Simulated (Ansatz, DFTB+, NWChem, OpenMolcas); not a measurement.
# A small benchmark: dipole moment

8 molecules with nitrogen; the dipole moment in D, computed less measured. Shapes, held fixed at every level: PBE0-D4/def2-TZVP; PN at the measured bond length. No vibrational averaging. Dipoles are compared by magnitude; molecules under 1 D, whose direction can flip, are left out. Programs: Ansatz 0.2.0, DFTB+ 25.1, NWChem 7.3.0, OpenMolcas 26.06. A level may come from different programs for different species; with the same settings they agree closely. Measured values: NIST CCCBDB.

Levels: A = DFTB1; B = HF/def2-SVP; C = PBE0/def2-SVP; D = B3LYP/6-31G* (Cartesian functions).

```tsv
molecule	measured	A	B	C	D
PN (phosphorus nitride)	2.75	+2.34	+0.21	-0.21	-0.29
HCN (hydrogen cyanide)	2.98	+0.85	+0.21	-0.09	-0.08
C3HN (SMILES C#CC#N)	3.72	+1.52	+0.37	+0.02	+0.09
CH3N (methanimine)	2.00	+0.20	+0.20	-0.07	-0.05
CH5N (SMILES CN)	1.31	-0.29	+0.13	+0.03	+0.10
C2H5N (N-methylmethanimine)	1.53	+0.18	+0.21	-0.09	-0.12
C3H3NO (oxazole)	1.50	+1.10	+0.02	+0.05	+0.05
C4H5N (pyrrole)	1.84	+2.11	+0.18	+0.19	+0.10
```

**Question.** Which level does best on this set, which worst, and which err to one side?

**Answer.** 
```tsv
level	kind	mean error	mean absolute error	worst case
DFTB1	semi-empirical	+1.001	1.074	PN
HF/def2-SVP	Hartree–Fock	+0.191	0.191	C3HN
PBE0/def2-SVP	global hybrid	-0.021	0.094	PN
B3LYP/6-31G* (Cartesian functions)	global hybrid	-0.025	0.110	PN
```

On this set PBE0/def2-SVP has the smallest mean absolute error and DFTB1 the largest. DFTB1 is too high in 7 of 8; HF/def2-SVP is too high in 8 of 8. The tabulated value of C4H5N is in doubt (older tables, estimates, or at odds with other calculations) and kept here. Over the 7 molecules whose values aren't doubted the mean absolute errors are A 0.926; B 0.193; C 0.080; D 0.111. The smallest two are near a tie. The set is small.
